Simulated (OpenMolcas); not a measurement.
**Predicting a hybrid from its neighbours: CH5NSi**

CH5NSi has 8 atoms, charge 0, and is taken as a singlet. As SMILES, `C[Si]N`. The coordinates come from a PBE0-D4/def2-TZVP relaxation. This is one conformer, not always the lowest.

The HOMO–LUMO gap y, in eV, basis def2-SVPD; a is the functional's share of exact exchange. Programs: OpenMolcas 26.06.

| functional | program | a | y (eV) |
| --- | --- | --- | --- |
| PBE | OpenMolcas | 0 | 3.06 |
| TPSS | OpenMolcas | 0 | 3.25 |
| B3LYP | OpenMolcas | 0.2 | 4.60 |
| PBE0 | OpenMolcas | 0.25 | ? |
| BHLYP | OpenMolcas | 0.5 | 6.88 |

Task: Fit y = c + s·a to the known rows and predict PBE0.

Result: 
1. Means of the 4 rows: a = 0.1750, y = 4.447.
2. Σ(Δa)² = 0.1675, Σ(Δa·Δy) = 1.2468, so the slope is 1.2468/0.1675 = 7.4436.
3. Intercept: 4.447 − (7.4436) × 0.1750 = 3.144. The largest residual of the fit is 0.11.
4. PBE0: 3.144 + (7.4436) × 0.25 = 5.00 eV.

The run gave 4.95 eV, so the prediction is off by +0.05 eV, within the largest residual. Exact exchange lowers occupied levels and raises empty ones. The rows mix families of semi-local functionals, which the line can't see.
